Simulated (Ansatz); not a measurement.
Series CXY, Y = methyl, computed as singlets and as triplets. All species are isolated molecules in the gas phase. One relaxed conformer stands for each flexible species; it need not be the lowest. Strings in code marks are SMILES.

Quantity: adiabatic spin-state energy, in kcal/mol. The DFT solution of `C[C]Cl`, `C[C]C` and `C[C][AlH2]` is unstable or spin-contaminated; the geometry comes from it. HF references are unrestricted for open shells and restricted for singlets. The restricted reference of `C[C]C`, `C[C]F`, `C[C]Cl`, `C[C]O` and `C[C][AlH2]` is unstable towards unrestricted orbitals.

Level 1: frozen-core CCSD(T)/cc-pVDZ // B3LYP-D3(BJ)/def2-TZVP (Ansatz, a first-principles code)
Level 2: B3LYP/cc-pVTZ // B3LYP-D3(BJ)/def2-TZVP (Ansatz)
Level 3: BLYP/cc-pVTZ // B3LYP-D3(BJ)/def2-TZVP (Ansatz)
Level 4: PBE/cc-pVTZ // B3LYP-D3(BJ)/def2-TZVP (Ansatz)

```
species                                            level 1  level 2  level 3  level 4
-------------------------------------------------  -------  -------  -------  -------
`C[C]Cl`: multiplicity 3 minus multiplicity 1         7.54     7.87     10.1     7.26
`C[C]C`: multiplicity 3 minus multiplicity 1         -1.65     0.21     1.73    -1.42
`C[C]O`: multiplicity 3 minus multiplicity 1          29.4     28.1     29.0     26.4
`C[C][AlH2]`: multiplicity 3 minus multiplicity 1    -15.1    -12.9    -10.2    -12.3
`C[C]F`: multiplicity 3 minus multiplicity 1          18.2     18.2     19.8     16.7
```
